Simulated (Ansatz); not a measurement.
The same path of C₂H₆Si (9 atoms, charge 0, multiplicity 1) was run 3 times with different band settings. The coordinate that changes most is the dihedral C1–Si2–C3–H8.

Method: RKS LDA/def2-SVP in Ansatz.

Relaxed end points:

```xyz
9
Properties=species:S:1:pos:R:3
C -0.523 1.039 -0.805
Si 0.917 -0.189 -0.911
C 0.597 -1.060 0.741
H -1.403 0.437 -1.151
H -0.441 1.908 -1.490
H -0.772 1.381 0.225
H -0.470 -1.106 1.057
H 1.070 -2.059 0.834
H 1.113 -0.396 1.482
```

```xyz
9
Properties=species:S:1:pos:R:3
C -0.578 0.847 -0.973
Si 1.137 0.602 -0.208
C 0.669 -0.818 0.956
H -1.187 -0.080 -1.069
H -0.583 1.411 -1.929
H -1.108 1.488 -0.222
H -0.372 -0.784 1.348
H 0.724 -1.723 0.296
H 1.387 -0.990 1.785
```

Common settings: movable images 5; climbing image yes; spring 5.0 eV/Å²; start path IDPP; force threshold 0.05 eV/Å; iteration limit 60; end points relaxed.

| run | optimiser | largest step |
| --- | --- | --- |
| 1 | quadratic models (default) | default |
| 2 | fire | 0.02 Å |
| 3 | fire | default |

(1) What does each run give, and how far can it be trusted?

Answers

(1) Run 1: converged after 4 iterations, highest image 0.020 eV above the first end. A vibrational analysis at the climbing image gives one clearly imaginary mode, 128i cm⁻¹: a first-order saddle point.
Run 2: converged after 14 iterations, highest image 0.021 eV above the first end. Another band between the same ends (5 images) ends at a top of the same energy, where a vibrational analysis finds 1 clearly imaginary mode.
Run 3: converged after 14 iterations, highest image 0.021 eV above the first end. Another band between the same ends (5 images) ends at a top of the same energy, where a vibrational analysis finds 1 clearly imaginary mode.
